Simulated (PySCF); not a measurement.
C3H6O.
Structure used (PBE0-D3(BJ)/def2-TZVP), in Å, numbered top down from 1:
```
atom  x, y, z in Å
C1     1.4518    0.2451    0.5127
C2     0.3849    0.4808   -0.2380
C3    -0.7044   -0.5112   -0.4749
O4    -1.9739   -0.0106   -0.1008
H5     2.2234    0.9909    0.6638
H6     1.5949   -0.7158    0.9987
H7     0.2514    1.4507   -0.7126
H8    -0.7850   -0.7374   -1.5421
H9    -0.4723   -1.4507    0.0449
H10   -1.9281    0.2362    0.8268
```

Linear response at PBE0/aug-cc-pVTZ (PySCF, frozen core in the response, non-relativistic). The structure is a single PBE0-D3(BJ)/def2-TZVP conformer in the gas phase; no vibrational or solvent corrections.

Static isotropic polarisability: 45.27 au (6.71 Å³), principal values 38.3, 40.7, 56.9 au.

Q: What is the polarisability at 1064 nm and at the sodium D line?

A: 45.71 au at 1064 nm (+1.0 %), 46.76 au at 589.3 nm (+3.3 %). The rise at 589.3 nm is 3.40 times that at 1064 nm; a pure ω² law gives 3.26. The lowest singlet lies at 194 nm, shorter than both wavelengths.

Q: What is the isotropic C6 coefficient between two such molecules, C6 = (3/π)∫α(iω)² dω?

A: 838 au (Eh·bohr⁶) by a ten-point quadrature over imaginary frequencies, which is 501 eV·Å⁶ or 48.3 J·nm⁶/mol.

Q: Which effective excitation energy ω̄ makes London's formula C6 = (3/4)α²ω̄ exact here?

A: ω̄ = 4·C6/(3α²) = 0.545 Eh = 14.8 eV. A one-pole form α(ω) = α/(1 − ω²/ω̄²) fitted to the 1064 nm value gives 11.9 eV.

Q: What n − 1 at the D line would an ideal gas of it have at 273.15 K and 1 atm (2.6868 × 10¹⁹ cm⁻³), by n − 1 = 2π·N·α′?

A: 11.70 × 10⁻⁴, a formal value whether or not that pressure can be reached.

Q: What molar refraction at the D line follows from R = (4π/3)·N_A·α′, with α′ the polarisability volume?

A: α′ = 6.93 Å³ gives R = 17.48 cm³/mol, for isolated, non-vibrating species.

Q: The lowest 10 singlets have (eV, f): 6.39, 0.052; 6.66, 0.031; 7.05, 0.021; 7.17, 0.010; 7.22, 0.172; 7.34, 0.022; 7.53, 0.103; 7.76, 0.000; 7.79, 0.054; 7.83, 0.034. What share of the static polarisability do they carry in the sum over states α = Σ f/ω²?

A: 7.11 au, 15.7 % of α; the largest term, 2.44 au, is that of the state at 7.22 eV. Their oscillator strengths add up to 0.50. Higher states carry the rest.
